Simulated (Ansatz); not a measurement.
**SiS (singlet): the correlation ladder at distance Si1–S2 = 2.098 Å, cc-pVDZ**

One table from this session's results is given with a row withheld; the runs are named, their logs left out.

Computed with Ansatz 0.2.0, Gaussian basis. Level: cc-pVDZ, core rule «outside noble gas», up to 10 orbitals frozen.

To be run: UHF; CCSD(T) on RHF; BCCD(T) on RHF; CISD; CCSDT(Q) on RHF; CCSDTQ on RHF; CASSCF and MRCISD+Q, 2 electrons in 2 orbitals; CASSCF and NEVPT2, 2 electrons in 2 orbitals; CASSCF and MRCISD+Q, 10 electrons in 8 orbitals; CASSCF and NEVPT2, 10 electrons in 8 orbitals.

19 further runs of the same task are left out: 2 for a known fault of the program, 14 that didn't finish, 3 set aside as unsound or not needed.

**The system**

The geometry derives from a PBE0/def2-TZVP stationary point (not a proven minimum). One bond is set to the value named and the two fragments are kept rigid.

2 atoms, charge 0, spin multiplicity 1.

Atoms are counted from 1 here; the program's logs count them from 0.

Bond lengths: Si1–S2 2.098 Å.

The first run:

Input file in.yaml:

```yaml
crystal:
  periodic: [false, false, false]
  atoms:
    - {symbol: Si, position_ang: [0.000000, 0.000000, 0.000000]}
    - {symbol: S, position_ang: [0.000000, 0.000000, 2.098000]}
basis:
  gaussian: {orbitals: cc-pVDZ}
magnetization: {spin_polarized: true, initial_magnetization: 0}
hamiltonian: {xc: hf}
output: {orbitals: {seedname: orbitals}}
```

Run with:

```
$ ansatz run in.yaml --threads 1 --pin off --events-out ev --progress --plain --max-ram 2393MiB
```

Among the steps run: UHF; CCSD(T) on RHF; BCCD(T) on RHF; CISD; CCSDT(Q) on RHF; CCSDTQ on RHF; CASSCF and MRCISD+Q, 2 electrons in 2 orbitals; CASSCF and NEVPT2, 2 electrons in 2 orbitals; CASSCF and MRCISD+Q, 10 electrons in 8 orbitals; CASSCF and NEVPT2, 10 electrons in 8 orbitals.

One of the session's tables, all rows but one given; the rest of the session is left out.

```
          method  from RCCSDTQ (meV)
             RHF             +6735.0
            RMP2              +991.2
            CISD              +987.3
           RCCSD              +432.8
        RCCSD(T)               +62.7
         BCCD(T)                   ?
          RCCSDT               +31.1
       RCCSDT(Q)                -7.8
         RCCSDTQ                   0
     CASSCF pair             +6331.4
     NEVPT2 pair              +966.4
     MRCISD pair              +871.7
   MRCISD+Q pair              +153.1
  CASSCF valence             +4531.5
  NEVPT2 valence             +1011.9
  MRCISD valence              +364.7
MRCISD+Q valence               +10.2
```

Estimate the missing values for BCCD(T).

As computed: from RCCSDTQ (meV): +64.1. In the column «from RCCSDTQ (meV)» it lies between RCCSD(T) (+62.7) and MRCISD+Q pair (+153.1).
